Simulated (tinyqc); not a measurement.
Worked calculation: UHF in the sto-3g basis, for H2O, spin multiplicity 1. This run ends on a higher stationary point, not on the lowest solution. One step of it, computed by the program tinyqc.

Problem. Iteration 1: diagonalisation and new density. Diagonalise F' = X^T F X, C = X C', fill 5 alpha and 5 beta electrons from the bottom; D(s) = C_occ C_occ^T; the new density keeps 0.7 of the old one (damping). Each column has its largest component positive (the first on a tie).

F(alpha) (hartree):
```
             1O 1s      1O 2s     1O 2px     1O 2py     1O 2pz      2H 1s      3H 1s
1O 1s   -19.549324  -5.030113   0.000000   0.000000  -0.019871  -0.550994  -0.550994
1O 2s    -5.030113  -1.990761   0.000000   0.000000  -0.088653  -0.550411  -0.550411
1O 2px    0.000000   0.000000   0.101526   0.085339   0.000000  -0.070473   0.070473
1O 2py    0.000000   0.000000   0.085339  -0.029932   0.000000  -0.245301   0.245301
1O 2pz   -0.019871  -0.088653   0.000000   0.000000  -0.019683  -0.200518  -0.200518
2H 1s    -0.550994  -0.550411  -0.070473  -0.245301  -0.200518  -0.206434  -0.137324
3H 1s    -0.550994  -0.550411   0.070473   0.245301  -0.200518  -0.137324  -0.206434
```

F(beta) (hartree):
```
             1O 1s      1O 2s     1O 2px     1O 2py     1O 2pz      2H 1s      3H 1s
1O 1s   -19.549324  -5.030113   0.000000   0.000000  -0.019871  -0.550994  -0.550994
1O 2s    -5.030113  -1.990761   0.000000   0.000000  -0.088653  -0.550411  -0.550411
1O 2px    0.000000   0.000000   0.101526  -0.085339   0.000000   0.070473  -0.070473
1O 2py    0.000000   0.000000  -0.085339  -0.029932   0.000000  -0.245301   0.245301
1O 2pz   -0.019871  -0.088653   0.000000   0.000000  -0.019683  -0.200518  -0.200518
2H 1s    -0.550994  -0.550411   0.070473  -0.245301  -0.200518  -0.206434  -0.137324
3H 1s    -0.550994  -0.550411  -0.070473   0.245301  -0.200518  -0.137324  -0.206434
```

X:
```
                1          2          3         4          5          6         7
1O 1s   -0.413361   0.000000   0.691349  0.000000  -0.602439   0.000000  0.229131
1O 2s    0.935045   0.000000  -0.270955  0.000000  -0.299738   0.000000  0.481716
1O 2px   0.000000   0.000000   0.000000  1.000000   0.000000   0.000000  0.000000
1O 2py   0.000000   0.809748   0.000000  0.000000   0.000000   0.683014  0.000000
1O 2pz   0.405434   0.000000   0.683750  0.000000   0.618008   0.000000  0.217608
2H 1s   -0.573638  -0.684018  -0.228293  0.000000   0.191165   0.404279  0.386950
3H 1s   -0.573638   0.684018  -0.228293  0.000000   0.191165  -0.404279  0.386950
```

D(alpha) at the start:
```
            1O 1s      1O 2s     1O 2px     1O 2py     1O 2pz      2H 1s      3H 1s
1O 1s    1.040676  -0.173336   0.000000   0.000000   0.034615  -0.058096  -0.058096
1O 2s   -0.173336   0.760850   0.000000   0.000000  -0.127834   0.169536   0.169536
1O 2px   0.000000   0.000000   0.848353  -0.188257   0.000000   0.280280  -0.280280
1O 2py   0.000000   0.000000  -0.188257   0.888494   0.000000   0.070190  -0.070190
1O 2pz   0.034615  -0.127834   0.000000   0.000000   0.946780   0.057863   0.057863
2H 1s   -0.058096   0.169536   0.280280   0.070190   0.057863   0.159532  -0.067064
3H 1s   -0.058096   0.169536  -0.280280  -0.070190   0.057863  -0.067064   0.159532
```

D(beta) at the start:
```
            1O 1s      1O 2s     1O 2px     1O 2py     1O 2pz      2H 1s      3H 1s
1O 1s    1.040676  -0.173336   0.000000   0.000000   0.034615  -0.058096  -0.058096
1O 2s   -0.173336   0.760850   0.000000   0.000000  -0.127834   0.169536   0.169536
1O 2px   0.000000   0.000000   0.848353   0.188257   0.000000  -0.280280   0.280280
1O 2py   0.000000   0.000000   0.188257   0.888494   0.000000   0.070190  -0.070190
1O 2pz   0.034615  -0.127834   0.000000   0.000000   0.946780   0.057863   0.057863
2H 1s   -0.058096   0.169536  -0.280280   0.070190   0.057863   0.159532  -0.067064
3H 1s   -0.058096   0.169536   0.280280  -0.070190   0.057863  -0.067064   0.159532
```

overlap S:
```
           1O 1s     1O 2s    1O 2px     1O 2py    1O 2pz     2H 1s      3H 1s
1O 1s   1.000000  0.236704  0.000000   0.000000  0.000000  0.025532   0.025532
1O 2s   0.236704  1.000000  0.000000   0.000000  0.000000  0.293350   0.293350
1O 2px  0.000000  0.000000  1.000000   0.000000  0.000000  0.000000   0.000000
1O 2py  0.000000  0.000000  0.000000   1.000000  0.000000  0.219978  -0.219978
1O 2pz  0.000000  0.000000  0.000000   0.000000  1.000000  0.164175   0.164175
2H 1s   0.025532  0.293350  0.000000   0.219978  0.164175  1.000000   0.111232
3H 1s   0.025532  0.293350  0.000000  -0.219978  0.164175  0.111232   1.000000
```

Give: F' = X^T F X; orbital energies; coefficients C; F' = X^T F X; orbital energies; coefficients C; D(alpha) after iteration 1; D(beta) after iteration 1.

Solution.

F' = X^T F X (alpha) (hartree):
```
         1       2        3       4        5        6        7
1  -0.6377  0.0000   2.7250  0.0000  -2.6288   0.0000   1.2084
2   0.0000  0.4592   0.0000  0.1655   0.0000   0.0903   0.0000
3   2.7250  0.0000  -7.2996  0.0000   7.9449   0.0000  -4.2590
4   0.0000  0.1655   0.0000  0.1015   0.0000   0.0013   0.0000
5  -2.6288  0.0000   7.9449  0.0000  -8.7903   0.0000   4.8392
6   0.0000  0.0903   0.0000  0.0013   0.0000  -0.3075   0.0000
7   1.2084  0.0000  -4.2590  0.0000   4.8392   0.0000  -3.3965
```

orbital energies (alpha) (hartree): MO1 -19.5590, MO2 -0.8470, MO3 -0.3188, MO4 -0.1169, MO5 0.0395, MO6 0.3988, MO7 0.5325

coefficients C (alpha):
```
            MO1      MO2      MO3      MO4      MO5      MO6      MO7
1O 1s    0.9940  -0.2253   0.0000   0.1138   0.0000  -0.1116   0.0000
1O 2s    0.0250   0.8222   0.0000  -0.5151   0.0000   0.5724   0.0000
1O 2px   0.0000   0.0000   0.0461   0.0000   0.9330   0.0000   0.3569
1O 2py   0.0000   0.0000   0.5759   0.0000  -0.3424   0.0000   0.8206
1O 2pz   0.0024   0.1165   0.0000   0.7454   0.0000   0.7014   0.0000
2H 1s   -0.0040   0.2278   0.4861   0.3195   0.2035  -0.6430  -0.5947
3H 1s   -0.0040   0.2278  -0.4861   0.3195  -0.2035  -0.6430   0.5947
```

F' = X^T F X (beta) (hartree):
```
         1        2        3        4        5        6        7
1  -0.6377   0.0000   2.7250   0.0000  -2.6288   0.0000   1.2084
2   0.0000   0.4592   0.0000  -0.1655   0.0000   0.0903   0.0000
3   2.7250   0.0000  -7.2996   0.0000   7.9449   0.0000  -4.2590
4   0.0000  -0.1655   0.0000   0.1015   0.0000  -0.0013   0.0000
5  -2.6288   0.0000   7.9449   0.0000  -8.7903   0.0000   4.8392
6   0.0000   0.0903   0.0000  -0.0013   0.0000  -0.3075   0.0000
7   1.2084   0.0000  -4.2590   0.0000   4.8392   0.0000  -3.3965
```

orbital energies (beta) (hartree): MO1 -19.5590, MO2 -0.8470, MO3 -0.3188, MO4 -0.1169, MO5 0.0395, MO6 0.3988, MO7 0.5325

coefficients C (beta):
```
            MO1      MO2      MO3      MO4      MO5      MO6      MO7
1O 1s    0.9940  -0.2253   0.0000   0.1138   0.0000  -0.1116   0.0000
1O 2s    0.0250   0.8222   0.0000  -0.5151   0.0000   0.5724   0.0000
1O 2px   0.0000   0.0000  -0.0461   0.0000   0.9330   0.0000  -0.3569
1O 2py   0.0000   0.0000   0.5759   0.0000   0.3424   0.0000   0.8206
1O 2pz   0.0024   0.1165   0.0000   0.7454   0.0000   0.7014   0.0000
2H 1s   -0.0040   0.2278   0.4861   0.3195  -0.2035  -0.6430  -0.5947
3H 1s   -0.0040   0.2278  -0.4861   0.3195   0.2035  -0.6430   0.5947
```

D(alpha) after iteration 1:
```
          1O 1s    1O 2s   1O 2px   1O 2py   1O 2pz    2H 1s    3H 1s
1O 1s    1.0440  -0.1870   0.0000   0.0000   0.0425  -0.0464  -0.0464
1O 2s   -0.1870   0.8152   0.0000   0.0000  -0.1759   0.1255   0.1255
1O 2px   0.0000   0.0000   0.8556  -0.2196   0.0000   0.2599  -0.2599
1O 2py   0.0000   0.0000  -0.2196   0.7566   0.0000   0.1122  -0.1122
1O 2pz   0.0425  -0.1759   0.0000   0.0000   0.8335   0.1199   0.1199
2H 1s   -0.0464   0.1255   0.2599   0.1122   0.1199   0.2412  -0.0840
3H 1s   -0.0464   0.1255  -0.2599  -0.1122   0.1199  -0.0840   0.2412
```

D(beta) after iteration 1:
```
          1O 1s    1O 2s   1O 2px   1O 2py   1O 2pz    2H 1s    3H 1s
1O 1s    1.0440  -0.1870   0.0000   0.0000   0.0425  -0.0464  -0.0464
1O 2s   -0.1870   0.8152   0.0000   0.0000  -0.1759   0.1255   0.1255
1O 2px   0.0000   0.0000   0.8556   0.2196   0.0000  -0.2599   0.2599
1O 2py   0.0000   0.0000   0.2196   0.7566   0.0000   0.1122  -0.1122
1O 2pz   0.0425  -0.1759   0.0000   0.0000   0.8335   0.1199   0.1199
2H 1s   -0.0464   0.1255  -0.2599   0.1122   0.1199   0.2412  -0.0840
3H 1s   -0.0464   0.1255   0.2599  -0.1122   0.1199  -0.0840   0.2412
```
